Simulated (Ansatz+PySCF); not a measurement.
The numbers below are computed, except where a source is named.
## PySCF 2.14.0 run

```python
from pyscf import gto, scf, mp

mol = gto.M(atom="""
N 0.000000 0.000000 -0.933090
N 0.000000 0.000000 0.933090
""", basis='sto-3g', charge=0, spin=0)
mf = scf.RHF(mol)
mf.kernel()
pt = mp.MP2(mf, frozen=2).run()
print(mf.e_tot, pt.e_corr, pt.e_tot)
```

The script is written out from the run's settings.

Output:

| Property | Result |
| --- | --- |
| Converged | yes |
| Reference energy | -106.96628 hartree |
| Correlation energy | -0.73386 hartree |
| Total energy | -107.70014 hartree |

The reference isn't the lowest determinant (another lies 4.00 eV lower), but the same method gives a higher total on the lower determinant. Caution: large amplitudes, a single reference is doubtful; an unrestricted determinant lies well below.
